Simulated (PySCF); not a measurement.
Compound: glycolamide, C2H5NO2.
Bonds: N1–C2, C2–O3 (double), C2–C4, C4–O5. Hydrogens: H6, H7 on N1; H8, H9 on C4; H10 on O5.

The computed photoelectron lines, unassigned: C 1s: 292.65 (area 1), 294.33 (area 1) eV; N 1s: 406.64 eV; O 1s: 537.67 (area 1), 538.60 (area 1) eV.

Method used: PySCF 2.14.0, delta-SCF UKS SCAN, pcX-2 on the ionised atom, pcseg-1 elsewhere, spin-free X2C. Isolated species at its GFN2-xTB geometry (one conformer only).

Q: Order the carbon atoms by C 1s binding energy.

A: 292.65 eV: C4 (carbinol carbon (C–OH)); 294.33 eV: C2 (amide carbonyl carbon). The listed C 1s values span 1.68 eV, from C4 (bonded to O, C and 2 H) to C2 (bonded to O (double bond), N and C). Summing the Pauling electronegativity differences to the bonded atoms, each weighted by its formal bond order, gives +0.19 for the lowest site and +2.27 for the highest.

Q: Assign the O 1s lines to atoms.

A: 537.67 eV: O3 (amide oxygen); 538.60 eV: O5 (alcohol oxygen). Lowest listed O 1s: O3, bonded to C (double bond). Highest, 0.93 eV above it: O5, bonded to C and H. Summing the Pauling electronegativity differences to the bonded atoms, each weighted by its formal bond order, gives -1.78 for the lowest site and -2.13 for the highest; the largest sum, -1.78, belongs to O3, 0.93 eV below the top. The smallest sum, -2.13, belongs to O5, 0.93 eV above the lowest.

Bonded neighbours of each site: N1: C and 2 H; C2: O (double bond), N and C; O3: C (double bond); C4: O, C and 2 H; O5: C and H.

Q: Which photon energy gives electrons from N 1s of N1 a kinetic energy of 150 eV, and what is their de Broglie wavelength?

A: hν = 406.64 + 150 = 556.64 eV, recoil neglected; λ = 12.264 Å/√(E/eV) = 1.00 Å.

The run took 16 s of wall time on one thread of an x86-64 server, no GPU, shared host.

Conformer computed: `[NH2:1][C:2](=[O:3])[CH2:4][OH:5]`: N1–C2–C4–O5 180°, H–N1–C2–O3 -179°, H–N1–C2–O3 0°, H–O5–C4–C2 0°.
